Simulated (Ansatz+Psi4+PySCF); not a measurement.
A calculation with Ansatz (development build ahead of 0.2.0).

```yaml
crystal:
  periodic: [false, false, false]
  atoms:
    - { symbol: C, position_ang: [0.18053, 0.50614, -0.44818] }
    - { symbol: C, position_ang: [-0.2918, 0.33115, 0.81511] }
    - { symbol: C, position_ang: [1.01127, 0.0627, 0.53307] }
basis:
  gaussian: { orbitals: cc-pVTZ }
total_charge: 1
magnetization:
  spin_polarized: true
  initial_magnetization: 1
hamiltonian:
  xc: hf
correlation:
  method: mp2
  frozen_orbitals: { C: 1 }
scf:
  omitted_lower_state_checks: [stability, starts, atomic_configurations, cluster_reference, orbital_swaps, given_window_search, neighbouring_geometries, increment]
```

The input is written out in the form of the current development build from the run's settings.

Output:

- Converged: yes
- Reference energy: -113.01827 hartree
- Correlation energy: -0.32220 hartree
- Total energy: -113.34047 hartree
- Spin squared of the determinant: 1.723

Caution: the unrestricted determinant is a mixture of spin states; MP2 on this radical cation hangs on the determinant chosen; the determinant breaks the point group; another reference gives a lower total.
